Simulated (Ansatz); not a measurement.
[Al(OMe)H3]- (CH6AlO⁻): single points at one geometry.

```yaml
crystal:
  periodic: [false, false, false]
  atoms:
    - {symbol: Al, position_ang: [-0.238044, 0.550361, -1.235017]}
    - {symbol: O, position_ang: [0.864283, -0.000353, 0.055241]}
    - {symbol: C, position_ang: [0.373133, -0.543326, 1.229763]}
    - {symbol: H, position_ang: [-0.295078, -1.410066, 1.058359]}
    - {symbol: H, position_ang: [-0.208116, 0.184013, 1.831008]}
    - {symbol: H, position_ang: [1.198855, -0.898889, 1.871265]}
    - {symbol: H, position_ang: [0.689701, 1.096217, -2.465196]}
    - {symbol: H, position_ang: [-1.209003, 1.741906, -0.642051]}
    - {symbol: H, position_ang: [-1.175731, -0.719852, -1.703381]}
basis:
  gaussian: {orbitals: def2-SVPD, initial_orbitals: start.molden}
total_charge: -1
hamiltonian: {xc: pbe, dispersion: d4}
scf: {omitted_lower_state_checks: [starts]}
output: {orbitals: {seedname: orbitals}}
```

The file start.molden holds the orbitals of an earlier run on this structure, at another level or in another basis.

```sh
$ ansatz run in.yaml --threads 4 --pin off --events-out ev --progress --plain --max-ram 3916MiB
```

It prints (some lines left out):

```
Functional definition: PBE
967 factors; their error is unknown
mean field evaluation 1: about -9768.4447 eV, gradient 6.6e0 eV
mean field evaluation 2: about -9768.5615 eV, gradient 9.4e-2 eV
mean field evaluation 4: about -9768.5084 eV, gradient 9.9e-5 eV
mean field -9768.50837988 eV, -358.9860616277 hartree, gradient 8.8e-6 eV, S^2 0.000000; 0 other end points of the search recorded, 0 dependent functions left out
reference -9768.50843484 eV, -358.9860636476 hartree; 17, 17 occupied and 98, 98 virtual orbitals, 967 factors
Total energy: -9768.67311640 eV, -358.9921155833 hartree
Checks for a lower state left out: starts
```

Run time 0.85 s (4 threads of Arm Neoverse V1 on a shared host).

As the first input, with `gaussian: {orbitals: def2-TZVPD, initial_orbitals: start.molden}`, `hamiltonian: {xc: r2scan, dispersion: d4}` (abridged; 2.6 s):

```
Functional definition: r2SCAN
mean field -9779.59334238 eV, -359.3934264861 hartree, gradient 9.9e-6 eV, S^2 0.000000
Total energy: -9779.63471396 eV, -359.3949468637 hartree
Checks for a lower state left out: starts
```

As the first input, with `gaussian: {orbitals: def2-TZVPD, initial_orbitals: start.molden}`, `output: {forces: true, orbitals: {seedname: orbitals}}` (abridged; 1.6 s):

```
Functional definition: PBE
mean field -9774.33005917 eV, -359.2000043956 hartree, gradient 7.0e-6 eV, S^2 0.000000
Total energy: -9774.49479811 eV, -359.2060584401 hartree
Atom 0 force    -0.133430     0.077534    -0.167430 eV/Å
Atom 1 force     0.285023     0.001262     0.009897 eV/Å
Atom 2 force     0.025697     0.033904    -0.047854 eV/Å
Atom 3 force    -0.152391    -0.199895    -0.017871 eV/Å
Atom 4 force    -0.129933     0.142650     0.141681 eV/Å
Atom 5 force     0.172726    -0.082491     0.154270 eV/Å
Atom 6 force     0.064855     0.034524    -0.076136 eV/Å
Atom 7 force    -0.064643     0.081540     0.038573 eV/Å
Atom 8 force    -0.067903    -0.089028    -0.035130 eV/Å
Dipole moment:     0.267318    -0.361744     0.816274 e Å
Checks for a lower state left out: starts
```

First input, but with `gaussian: {orbitals: def2-TZVPD, initial_orbitals: start.molden}`, `hamiltonian: {xc: pbe0, dispersion: d4}` (abridged; 1.6 s):

```
Functional definition: PBE0
mean field -9775.24185181 eV, -359.2335121571 hartree, gradient 2.3e-5 eV, S^2 0.000000
Total energy: -9775.38003427 eV, -359.2385902687 hartree
Checks for a lower state left out: starts
```

First input, but with `gaussian: {orbitals: def2-TZVPD, initial_orbitals: start.molden}`, `hamiltonian: {xc: {name: revPBE}, dispersion: d4}` (abridged; 1.3 s):

```
Functional definition: revPBE
mean field -9779.54975552 eV, -359.3918246983 hartree, gradient 1.1e-5 eV, S^2 0.000000
Total energy: -9780.08443564 eV, -359.4114738306 hartree
Checks for a lower state left out: starts
```

First input, but with `gaussian: {orbitals: def2-TZVPD, initial_orbitals: start.molden}`, `hamiltonian: {xc: {name: B97M-V}}` (abridged; 5.5 s):

```
Functional definition: B97M-V
mean field -9780.26634002 eV, -359.4181586933 hartree, gradient 1.1e-5 eV, S^2 0.000000
Total energy: -9780.26642514 eV, -359.4181618213 hartree
Checks for a lower state left out: starts
```

The first input with `gaussian: {orbitals: "def2-TZVPPD.json", initial_orbitals: start.molden}`, `correlation: {method: ccsd_t}` and without the key `hamiltonian` (abridged; 3.5 min):

```
Functional definition: HF
mean field -9748.26088516 eV, -358.2419799212 hartree, gradient 9.7e-6 eV, S^2 0.000000
7 core orbitals not correlated: weight in the atoms' cores, before any rotation towards them, 1.000 or more for the frozen orbitals, at most 0.000 for the correlated occupied ones
second order -14.62916808 eV of doubles, -0.00000000 eV of singles
cycle   1  -15.10243876 eV  change   -4.7e-1 eV  update   9.1e-2
cycle   2  -15.52234027 eV  change   -4.2e-1 eV  update   2.8e-2
cycle   3  -15.62543888 eV  change   -1.0e-1 eV  update   1.5e-2
cycle   4  -15.61836743 eV  change    7.1e-3 eV  update   3.2e-3
cycle   5  -15.61706997 eV  change    1.3e-3 eV  update   1.6e-3
cycle   6  -15.61768819 eV  change   -6.2e-4 eV  update   5.0e-4
cycle   7  -15.61758755 eV  change    1.0e-4 eV  update   1.9e-4
cycle   8  -15.61750218 eV  change    8.5e-5 eV  update   6.3e-5
cycle   9  -15.61750613 eV  change   -4.0e-6 eV  update   2.4e-5
perturbative correction -0.52720696 eV, -0.0193744985 hartree
Total energy: -9764.40559826 eV, -358.8352871841 hartree
Checks for a lower state left out: starts
```

Geometry: r2SCAN-D4/def2-TZVPD.

Correlated methods freeze 7 core orbitals.
